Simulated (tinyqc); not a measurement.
Inside a calculation (part 2 of 2). Method: UKS/LDA (VWN5) in the sto-3g basis, for NH, spin multiplicity 3. Computed by tinyqc, a small Python program that keeps every step (integrals from PySCF). Command: `OMP_NUM_THREADS=1 python tinyqc.py 26865 26866 out.jsonl` (the two numbers bound the seeds that draw the settings). One thread of a shared host (Intel(R) Xeon(R) Processor @ 2.60GHz), about 1 s of CPU time with the checks.

Geometry (angstrom):
```
atom       x       y       z
N     0.0000  0.0000  0.0000
H     0.0000  0.0000  1.8510
```

## Iteration 2: diagonalisation and new density

extrapolated F(alpha) (hartree), order 1N 1s, 1N 2s, 1N 2px, 1N 2py, 1N 2pz, 2H 1s:
```
[[-13.6755, -3.5621, 0.0000, 0.0000, 0.0069, -0.1342],
 [-3.5621, -1.5021, 0.0000, 0.0000, 0.0439, -0.1450],
 [0.0000, 0.0000, -0.1126, -0.0104, 0.0000, 0.0000],
 [0.0000, 0.0000, -0.0104, -0.1812, 0.0000, 0.0000],
 [0.0069, 0.0439, 0.0000, 0.0000, -0.1775, -0.1015],
 [-0.1342, -0.1450, 0.0000, 0.0000, -0.1015, -0.1567]]
```

extrapolated F(beta) (hartree), order 1N 1s, 1N 2s, 1N 2px, 1N 2py, 1N 2pz, 2H 1s:
```
[[-13.6380, -3.5417, 0.0000, 0.0000, -0.0007, -0.1336],
 [-3.5417, -1.3827, 0.0000, 0.0000, -0.0160, -0.1398],
 [0.0000, 0.0000, -0.0348, 0.0027, 0.0000, 0.0000],
 [0.0000, 0.0000, 0.0027, -0.0166, 0.0000, 0.0000],
 [-0.0007, -0.0160, 0.0000, 0.0000, -0.0620, -0.0997],
 [-0.1336, -0.1398, 0.0000, 0.0000, -0.0997, -0.1350]]
```

X, order 1N 1s, 1N 2s, 1N 2px, 1N 2py, 1N 2pz, 2H 1s:
```
[[1.0217, -0.1227, 0.0000, 0.0000, -0.0011, 0.0080],
 [-0.1227, 1.0289, 0.0000, 0.0000, 0.0081, -0.0702],
 [0.0000, 0.0000, 1.0000, 0.0000, 0.0000, 0.0000],
 [0.0000, 0.0000, 0.0000, 1.0000, 0.0000, 0.0000],
 [-0.0011, 0.0081, 0.0000, 0.0000, 1.0091, -0.0787],
 [0.0080, -0.0702, 0.0000, 0.0000, -0.0787, 1.0161]]
```

D(alpha) after iteration 1, order 1N 1s, 1N 2s, 1N 2px, 1N 2py, 1N 2pz, 2H 1s:
```
[[1.0545, -0.2325, 0.0000, 0.0000, 0.0389, -0.0300],
 [-0.2325, 0.9944, 0.0000, 0.0000, -0.1599, 0.0904],
 [0.0000, 0.0000, 1.0000, 0.0000, 0.0000, 0.0000],
 [0.0000, 0.0000, 0.0000, 1.0000, 0.0000, 0.0000],
 [0.0389, -0.1599, 0.0000, 0.0000, 0.5918, 0.3115],
 [-0.0300, 0.0904, 0.0000, 0.0000, 0.3115, 0.3496]]
```

D(beta) after iteration 1, order 1N 1s, 1N 2s, 1N 2px, 1N 2py, 1N 2pz, 2H 1s:
```
[[1.0039, -0.0396, 0.0000, 0.0000, -0.0755, -0.0700],
 [-0.0396, 0.2585, 0.0000, 0.0000, 0.2772, 0.2455],
 [0.0000, 0.0000, 0.9786, -0.1448, 0.0000, 0.0000],
 [0.0000, 0.0000, -0.1448, 0.0214, 0.0000, 0.0000],
 [-0.0755, 0.2772, 0.0000, 0.0000, 0.3490, 0.2183],
 [-0.0700, 0.2455, 0.0000, 0.0000, 0.2183, 0.2761]]
```

overlap S, order 1N 1s, 1N 2s, 1N 2px, 1N 2py, 1N 2pz, 2H 1s:
```
[[1.0000, 0.2350, 0.0000, 0.0000, 0.0000, 0.0087],
 [0.2350, 1.0000, 0.0000, 0.0000, 0.0000, 0.1335],
 [0.0000, 0.0000, 1.0000, 0.0000, 0.0000, 0.0000],
 [0.0000, 0.0000, 0.0000, 1.0000, 0.0000, 0.0000],
 [0.0000, 0.0000, 0.0000, 0.0000, 1.0000, 0.1532],
 [0.0087, 0.1335, 0.0000, 0.0000, 0.1532, 1.0000]]
```

A level shift of 0.5 hartree raises the virtual space: F + shift (S - S D(s) S), with D(s) the density of one spin. Diagonalise F' = X^T F X, C = X C', fill 5 alpha and 3 beta electrons from the bottom; D(s) = C_occ C_occ^T; the new density keeps 0.3 of the old one (damping). Each column has its largest component positive (the first on a tie).

F' = X^T F X (alpha) (hartree):
```
[[-13.4070, -1.8900, 0.0000, 0.0000, -0.0124, 0.0241],
 [-1.8900, -0.8528, 0.0000, 0.0000, 0.1173, -0.1485],
 [0.0000, 0.0000, -0.1126, -0.0104, 0.0000, 0.0000],
 [0.0000, 0.0000, -0.0104, -0.1812, 0.0000, 0.0000],
 [-0.0124, 0.1173, 0.0000, 0.0000, 0.0157, -0.2687],
 [0.0241, -0.1485, 0.0000, 0.0000, -0.2687, 0.1620]]
```

orbital energies (alpha) (hartree): [-13.6854, -0.6118, -0.1896, -0.1828, -0.1111, 0.4046]

coefficients C (alpha), order 1N 1s, 1N 2s, 1N 2px, 1N 2py, 1N 2pz, 2H 1s:
```
[[0.9929, -0.2640, 0.0030, 0.0000, 0.0000, 0.0586],
 [0.0285, 1.0052, -0.0309, 0.0000, 0.0000, -0.2580],
 [0.0000, 0.0000, 0.0000, 0.1465, 0.9892, 0.0000],
 [0.0000, 0.0000, 0.0000, 0.9892, -0.1465, 0.0000],
 [-0.0002, -0.1254, 0.7528, 0.0000, 0.0000, -0.6649],
 [-0.0025, 0.0915, 0.5556, 0.0000, 0.0000, 0.8524]]
```

F' = X^T F X (beta) (hartree):
```
[[-13.3638, -1.9375, 0.0000, 0.0000, 0.0189, 0.0337],
 [-1.9375, -0.4025, 0.0000, 0.0000, -0.1552, -0.2125],
 [0.0000, 0.0000, -0.0241, 0.0751, 0.0000, 0.0000],
 [0.0000, 0.0000, 0.0751, 0.4727, 0.0000, 0.0000],
 [0.0189, -0.1552, 0.0000, 0.0000, 0.2615, -0.2297],
 [0.0337, -0.2125, 0.0000, 0.0000, -0.2297, 0.2172]]
```

orbital energies (beta) (hartree): [-13.6472, -0.3278, -0.0352, 0.2155, 0.4720, 0.4838]

coefficients C (beta), order 1N 1s, 1N 2s, 1N 2px, 1N 2py, 1N 2pz, 2H 1s:
```
[[0.9932, -0.2083, 0.0000, -0.1692, -0.0243, 0.0000],
 [0.0275, 0.7839, 0.0000, 0.6696, 0.1228, 0.0000],
 [0.0000, 0.0000, 0.9892, 0.0000, 0.0000, 0.1464],
 [0.0000, 0.0000, -0.1464, 0.0000, 0.0000, 0.9892],
 [0.0004, 0.3666, 0.0000, -0.5381, 0.7749, 0.0000],
 [-0.0025, 0.3975, 0.0000, -0.5409, -0.7701, 0.0000]]
```

D(alpha) after iteration 2, order 1N 1s, 1N 2s, 1N 2px, 1N 2py, 1N 2pz, 2H 1s:
```
[[1.0553, -0.2358, 0.0000, 0.0000, 0.0363, -0.0265],
 [-0.2358, 1.0068, 0.0000, 0.0000, -0.1525, 0.0794],
 [0.0000, 0.0000, 1.0000, 0.0000, 0.0000, 0.0000],
 [0.0000, 0.0000, 0.0000, 1.0000, 0.0000, 0.0000],
 [0.0363, -0.1525, 0.0000, 0.0000, 0.5853, 0.3782],
 [-0.0265, 0.0794, 0.0000, 0.0000, 0.3782, 0.3268]]
```

D(beta) after iteration 2, order 1N 1s, 1N 2s, 1N 2px, 1N 2py, 1N 2pz, 2H 1s:
```
[[1.0221, -0.1071, 0.0000, 0.0000, -0.0758, -0.0807],
 [-0.1071, 0.5082, 0.0000, 0.0000, 0.2843, 0.2917],
 [0.0000, 0.0000, 0.9786, -0.1448, 0.0000, 0.0000],
 [0.0000, 0.0000, -0.1448, 0.0214, 0.0000, 0.0000],
 [-0.0758, 0.2843, 0.0000, 0.0000, 0.1988, 0.1675],
 [-0.0807, 0.2917, 0.0000, 0.0000, 0.1675, 0.1935]]
```

## Convergence

Stop when the energy changes by less than 1e-09 hartree and every element of the error matrix X^T (F D S - S D F) X (for each spin) is below 9e-06.

Course of the cycle:
```
iteration  E (hartree)     change  largest element of the error matrix
1           -53.131135          -                             2.07e-01
2           -53.501537  -3.70e-01                             1.21e-01
3           -53.592214  -9.07e-02                             1.17e-01
4           -53.637921  -4.57e-02                             1.36e-01
5           -53.671172  -3.33e-02                             1.32e-01
6           -53.699756  -2.86e-02                             1.09e-01
7           -53.718180  -1.84e-02                             8.40e-02
8           -53.728645  -1.05e-02                             6.77e-02
9           -53.735060  -6.42e-03                             5.31e-02
10          -53.738916  -3.86e-03                             4.13e-02
11          -53.741105  -2.19e-03                             3.26e-02
12          -53.742402  -1.30e-03                             2.57e-02
13          -53.743186  -7.84e-04                             2.02e-02
14          -53.743645  -4.59e-04                             1.60e-02
...                ...        ...                                  ...
38          -53.744363  -6.08e-09                             5.82e-05
39          -53.744363  -4.15e-09                             4.60e-05
40          -53.744363  -2.94e-09                             3.64e-05
41          -53.744363  -2.18e-09                             2.88e-05
42          -53.744363  -1.71e-09                             2.28e-05
43          -53.744363  -1.41e-09                             1.81e-05
44          -53.744363  -1.22e-09                             1.81e-05
45          -53.744363  -1.11e-09                             1.81e-05
46          -53.744363  -1.03e-09                             1.81e-05
47          -53.744363  -9.94e-10                             1.81e-05
48          -53.744363  -9.66e-10                             1.81e-05
49          -53.744363  -9.40e-10                             1.81e-05
50          -53.744363  -9.39e-10                             1.81e-05
51          -53.744363  -9.31e-10                             1.81e-05
```

PySCF UKS in the same basis, fine grid, after a stability check = -53.895512 hartree

Not converged within the cap of 51 iterations: the residual falls in a zigzag, on average by a factor of about 0.92 a step. Reruns (cap 100 unless said): DIIS 8: converged in 16; damping 0.5: not converged; level shift 0.5: not converged; atomic densities as start, DIIS 8: converged in 10; the original settings with a cap of 400: converged in 155.
